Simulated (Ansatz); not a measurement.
`NBN` + HCl → `NBCl` + NH₃ at 400 K and 1 bar (ligand exchange at a B–N bond).

Program: Ansatz. Geometries: PBE0-D4/def2-TZVP. ΔE: electronic, gas phase. CCSD(T)/CBS is the MP2 limit (def2-TZVPP, def2-QZVPP) plus CCSD(T) − MP2 in def2-TZVPP, frozen cores. This one scheme is used for every species. Each species was taken in one conformer, which may not be the lowest.

| species | CCSD(T)/CBS energy (Eh) | H − E (kJ/mol) | S (J/(mol·K)) |
| --- | --- | --- | --- |
| `NBN` | -137.29421 | 197.3 | 285.4 |
| HCl | -460.38127 | 29.6 | 195.4 |
| `NBCl` | -541.16722 | 127.6 | 286.9 |
| NH₃ | -56.50880 | 104.2 | 203.1 |

H − E and S are ideal-gas, rigid-rotor, harmonic terms from PBE0-D4/def2-TZVP, for one conformer and one mirror image of each species. 1 Eh = 2625.50 kJ/mol, R = 8.31446 J/(mol·K).

**Question.** By hand: ΔE, ΔH, ΔS and ΔG.

**Answer.** ΔE = (-541.16722) + (-56.50880) − (-137.29421) − (-460.38127) = -0.00054 Eh = -1.4 kJ/mol. Δ(H − E) = 127.6 + 104.2 − 197.3 − 29.6 = 4.9, so ΔH = 3.5 kJ/mol. ΔS = 286.9 + 203.1 − 285.4 − 195.4 = 9.2 J/(mol·K). ΔG = 3.5 − 400 × (9.2)/1000 = -0.2 kJ/mol.

**Question.** By hand: the equilibrium constant, and the temperature at which ΔG would vanish if ΔH and ΔS stayed fixed.

**Answer.** log₁₀ K = −ΔG/(RT ln 10) = 0.0. ΔG = 0 at ΔH/ΔS = 380 K, though so small a ΔH makes that figure unsure.

TΔS isn't small against ΔH here. The sign of ΔG lies within the doubt. A doubt of 5 kJ/mol in ΔE shifts log₁₀ K by 0.7 here. Other conformers and mirror images would add mixing entropy, several J/(mol·K) or more a flexible species. These are equilibria of isolated gas molecules and say nothing of rates. Largest T1 diagnostic: 0.011 (customary marks: 0.02 for closed shells, 0.045 for open ones).
